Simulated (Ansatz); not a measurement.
# SiHO radical (SMILES O=[SiH]): single points off equilibrium

The task here is to estimate one member of a computed series from the others.

The runs use Ansatz 0.2.0, Gaussian basis; single points in def2-TZVPP.

Correlated methods freeze the cores. Orbitals are unrestricted.

## Starting geometry

SMILES `O=[SiH]`, 3 atoms, charge 0, spin multiplicity 2.

Atoms are counted from 1 here; the program's logs count them from 0.

Bond lengths: O1–Si2 1.487 Å, Si2–H3 1.482 Å. Angles: O1–Si2–H3 126.2°.

Geometry (Å):

```xyz
3
HOSi
O     0.7917    0.9416    0.5258
Si    0.2169   -0.3654    0.1122
H    -1.0125   -0.5661   -0.6899
```

The first run:

The input, run/in.yaml:

```yaml
crystal:
  periodic: [false, false, false]
  atoms:
    - {symbol: O, position_ang: [0.791700, 0.941600, 0.525800]}
    - {symbol: Si, position_ang: [0.216900, -0.365400, 0.112200]}
    - {symbol: H, position_ang: [-1.012500, -0.566100, -0.689900]}
basis:
  gaussian: {orbitals: def2-TZVPP}
magnetization: {spin_polarized: true, initial_magnetization: 1}
correlation: {method: ccsd_t}
scf: {omitted_lower_state_checks: [cluster_reference]}
output: {forces: true}
```

No record of the launch command was kept for these runs.

Steps of the session up to this table: CCSD(T)/def2-TZVPP; PBE0-D4/def2-TZVPP; wB97M-V/def2-TZVPP; r2SCAN-D4/def2-TZVPP; PBE-D4/def2-TZVPP; wB97X-V/def2-TZVPP; B97M-V/def2-TZVPP.

One table of the session follows, with a row left open; its other results are not shown here.

| method | RMS force component (eV/Å) | angle to CCSD(T) forces (°) | dipole (D) |
| --- | --- | --- | --- |
| CCSD(T) | 1.309 | reference | 3.13 |
| PBE0-D4 | 1.014 | 8.4 | 3.25 |
| wB97M-V | ? | ? | ? |
| r2SCAN-D4 | 1.162 | 5.2 | 3.10 |
| PBE-D4 | 1.518 | 3.8 | 2.94 |
| wB97X-V | 1.002 | 7.5 | 3.35 |
| B97M-V | 1.016 | 10.3 | 3.03 |

**Question.** Estimate the row for wB97M-V.

The run gave: RMS force component (eV/Å): 1.017; angle to CCSD(T) forces (°): 7.3; dipole (D): 3.34. In the column «RMS force component (eV/Å)» it lies between B97M-V (1.016) and r2SCAN-D4 (1.162).
